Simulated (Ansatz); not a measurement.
A calculation with Ansatz (development build ahead of 0.2.0).

```yaml
crystal:
  periodic: [false, false, false]
  atoms:
    - { symbol: C, position_ang: [-0.00141, -0.26667, -1.2721] }
    - { symbol: C, position_ang: [-0.00771, 0.58585, -6.0e-05] }
    - { symbol: C, position_ang: [0.00032, -0.26611, 1.26729] }
    - { symbol: H, position_ang: [-0.00021, 0.36975, -2.16459] }
    - { symbol: H, position_ang: [0.89153, -0.91557, -1.32696] }
    - { symbol: H, position_ang: [-0.88262, -0.91113, -1.31244] }
    - { symbol: H, position_ang: [-0.87008, 1.24919, 0.00358] }
    - { symbol: H, position_ang: [0.87246, 1.25446, -0.00084] }
    - { symbol: H, position_ang: [-0.00499, 0.37188, 2.18266] }
    - { symbol: H, position_ang: [-0.89388, -0.90123, 1.31901] }
    - { symbol: H, position_ang: [0.89086, -0.91759, 1.31749] }
basis:
  gaussian: { orbitals: STO-3G }
hamiltonian:
  xc: hf
correlation:
  method: mp2
  frozen_orbitals: { C: 1, H: 0 }
```

The input is written out in the form of the current development build from the run's settings.

The run gave:

```json
{
 "Converged": "yes",
 "Reference energy": "-116.88418 hartree",
 "Correlation energy": "-0.15916 hartree",
 "Total energy": "-117.04334 hartree",
 "Spin squared of the determinant": "0.000"
}
```
